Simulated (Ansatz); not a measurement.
Results of r²SCAN+rVV10 (PAW; Ansatz, a quantum-chemistry and plane-wave program) for rock-salt TiC.

Numerical settings: plane-wave cutoff 500 eV, 16×16×16 k mesh, Fermi–Dirac smearing 0.05 eV, no spin polarisation, scalar-relativistic PAW data made under PBE.

Computed at the level's own relaxed cell.

Q: Estimate the volume per atom and equilibrium lattice constant a that the calculation returns.

A: 
* **volume per atom**: 10.08 Å³/atom
* **equilibrium lattice constant a**: 4.321 Å

Measured, for comparison: equilibrium volume per atom 10.15 Å³/atom, lattice constant a 4.33 Å (temperature not stated, no zero-point or thermal correction; as tabulated in Zhang et al. (2018), doi:10.1088/1367-2630/aac7f0). Computed (rounded) less measured: equilibrium volume per atom -0.7 %, lattice constant a -0.2 %. A static lattice is as a rule a little smaller and stiffer than an uncorrected measurement, which narrows the difference in the equilibrium volume per atom and would widen misses of the other sign.

Static lattice: no zero-point or thermal effects.

It cost roughly 23 core-seconds of CPU time.
